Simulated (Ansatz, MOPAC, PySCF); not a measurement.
Species: C₂H₃O₂ (charge 0, doublet). SMILES: C(O[CH2])=O
Geometry: optimised at B3LYP-D3(BJ)/def2-TZVP (Ansatz, a first-principles code).

Wanted: size of the dipole moment, in D. Conventions: 6-311+G** with 5d; 6-31G* and kin with 6d, 5d where marked; non-relativistic; spin-orbit terms left out; no dispersion term unless named; UHF or UKS for open shells; LANL2DZ all-electron up to Ne. Ab initio and DFT rows: single points at B3LYP-D3(BJ) geometries (Ansatz). Semi-empirical rows: dipoles at the shared geometry.

```tsv
level	program	size of the dipole moment (D)
PM3	MOPAC	1.48
SVWN5/6-31G*	Ansatz	1.65
PBE/STO-3G	Ansatz	0.97
PBE/LANL2DZ	Ansatz	1.66
PBE/6-31G*	Ansatz	1.61
PBE/6-311+G**	Ansatz	1.73
BLYP/6-31G*	Ansatz	1.61
BP86/6-31G* (5d)	PySCF	1.63
B3LYP/STO-3G	Ansatz	0.91
B3LYP/6-31G	Ansatz	1.55
B3LYP/6-31G*	Ansatz	1.61
B3LYP/def2-SVP	Ansatz	1.57
PBE0/6-311+G**	Ansatz	1.72
B3PW91/6-31G* (5d)	PySCF	1.63
```

No value to compare with is used here. The 14 habitual levels span 0.91 (B3LYP/STO-3G) to 1.73 D (PBE/6-311+G**).

The levels are drawn from those run, B3LYP/6-31G* more often than the rest, none by its result; runs whose electronic state is in doubt are left out.
